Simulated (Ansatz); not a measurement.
# AlCF+ (quartet): wave-function methods side by side, def2-TZVPP

An exercise on one series of results from a longer session: the logs are not shown, and one member is left open.

Method: def2-TZVPP, core rule «outside noble gas», up to 7 orbitals frozen; program: Ansatz 0.2.0, Gaussian basis.

To be run: UHF; ROHF; CCSD(T) on UHF.

2 further runs of the same task are left out: 2 set aside as unsound or not needed.

## The system

The geometry is a PBE0/def2-TZVP stationary point (not a proven minimum) of the parent state, kept for this charge and spin.

3 atoms, charge 1, spin multiplicity 4.

Atoms are counted from 1 here; the program's logs count them from 0.

Bond lengths: C1–Al2 1.940 Å, Al2–F3 1.645 Å. Angles: C1–Al2–F3 180.0°.

Coordinates:

```xyz
3
charge 1, multiplicity 4
C     0.0000    0.0000    1.8418
Al    0.0000    0.0000   -0.0984
F     0.0000    0.0000   -1.7433
```

The first run:

Contents of in.yaml:

```yaml
crystal:
  periodic: [false, false, false]
  atoms:
    - {symbol: C, position_ang: [0.000000, 0.000000, 1.841767]}
    - {symbol: Al, position_ang: [0.000000, 0.000000, -0.098433]}
    - {symbol: F, position_ang: [0.000000, 0.000000, -1.743333]}
basis:
  gaussian: {orbitals: def2-TZVPP}
total_charge: 1
magnetization: {spin_polarized: true, initial_magnetization: 3}
hamiltonian: {xc: hf}
output: {orbitals: {seedname: orbitals}}
```

Started as:

```console
ansatz run in.yaml --threads 1 --pin off --events-out ev --progress --plain --max-ram 4096MiB --backend cpu
```

Steps of the session up to this table: UHF; ROHF; CCSD(T) on UHF.

One of the session's tables, all rows but one given; the rest of the session is left out.

```
  method  from UCCSD(T) (meV)
    ROHF             +10766.4
     UHF             +10724.5
    UMP2               +755.5
   UCCSD                    ?
UCCSD(T)                    0
```

**Question.** Estimate the row for UCCSD.

The run gave: from UCCSD(T) (meV): +339.0. In the column «from UCCSD(T) (meV)» it lies between UCCSD(T) (0) and UMP2 (+755.5).
